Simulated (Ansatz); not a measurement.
# NF3: ionisation energy by level of theory

An exercise on one series of results from a longer session: the logs are not shown, and one member is left open.

Method: unrestricted cation, the program's frozen cores in correlated methods; program: Ansatz 0.2.0, Gaussian basis.

The runs, in order: UKS PBE-D4/def2-TZVPP; UKS r2SCAN-D4/def2-TZVPP; UKS PBE0-D4/def2-TZVPP; UKS B3LYP-D4/def2-TZVPP; UKS wB97X-V/def2-TZVPP; UKS wB97M-V/def2-TZVPP; UKS B2PLYP/def2-TZVPP; UHF-CCSD(T)/def2-TZVPP; UHF-MP2/def2-QZVPP; extrapolation to the limit; then −ε(HOMO) from the neutral's earlier runs with LDA (SPW92), PBE-D4, revPBE-D4, BLYP-D4, r2SCAN-D4, B97M-V, PBE0-D4, B3LYP-D4, r2SCANh-D4, r2SCAN0-D4, HSE06-D4, BHLYP-D4, CAM-B3LYP-D4, LC-ωPBE, ωB97X-V, ωB97M-V.

### Structure used throughout

All runs share one geometry, relaxed beforehand with PBE0-D4 in a triple-zeta def2 set.

SMILES `FN(F)F`, 4 atoms, charge 0, spin multiplicity 1.

Atoms are counted from 1 here; the program's logs count them from 0.

Bond lengths: F1–N2 1.360 Å, N2–F3 1.360 Å, N2–F4 1.360 Å. Angles: F1–N2–F3 102.1°, F1–N2–F4 102.1°, F3–N2–F4 102.1°.

The first run:

in.yaml

```yaml
crystal:
  periodic: [false, false, false]
  atoms:
    - {symbol: F, position_ang: [0.613975, 0.000347, 1.066864]}
    - {symbol: N, position_ang: [0.353412, -0.074142, -0.266228]}
    - {symbol: F, position_ang: [-0.636257, -1.006438, -0.312227]}
    - {symbol: F, position_ang: [-0.331130, 1.080243, -0.488409]}
basis:
  gaussian: {orbitals: def2-TZVPP}
total_charge: 1
magnetization: {spin_polarized: true, initial_magnetization: 1}
hamiltonian: {xc: pbe, dispersion: d4}
```

On the command line:

```console
$ ansatz run in.yaml --threads 4 --pin off --events-out ev --progress --plain --max-ram 10444MiB
```

Steps of the session up to this table: Cation, UKS PBE-D4/def2-TZVPP; Cation, UKS r2SCAN-D4/def2-TZVPP; Cation, UKS PBE0-D4/def2-TZVPP; Cation, UKS B3LYP-D4/def2-TZVPP; Cation, UKS wB97X-V/def2-TZVPP; Cation, UKS wB97M-V/def2-TZVPP; Cation, UKS B2PLYP (frozen core)/def2-TZVPP; Cation, UHF-CCSD(T)/def2-TZVPP; Cation, UHF-MP2/def2-QZVPP.

One of the session's tables, all rows but one given; the rest of the session is left out.

Orbital estimates, from the neutral's runs:

```
  functional  −ε(HOMO) (eV)
 LDA (SPW92)           8.49
      PBE-D4              ?
   revPBE-D4           8.20
     BLYP-D4           8.28
   r2SCAN-D4           8.75
      B97M-V           8.94
     PBE0-D4          10.21
    B3LYP-D4           9.98
  r2SCANh-D4           9.46
  r2SCAN0-D4          10.53
    HSE06-D4           9.79
    BHLYP-D4          12.15
CAM-B3LYP-D4          11.82
     LC-ωPBE          13.09
     ωB97X-V          12.76
     ωB97M-V          12.70
```

Q: Estimate the row for PBE-D4 from the others.

As computed: −ε(HOMO) (eV): 8.29. In the column «−ε(HOMO) (eV)» it lies between BLYP-D4 (8.28) and LDA (SPW92) (8.49).
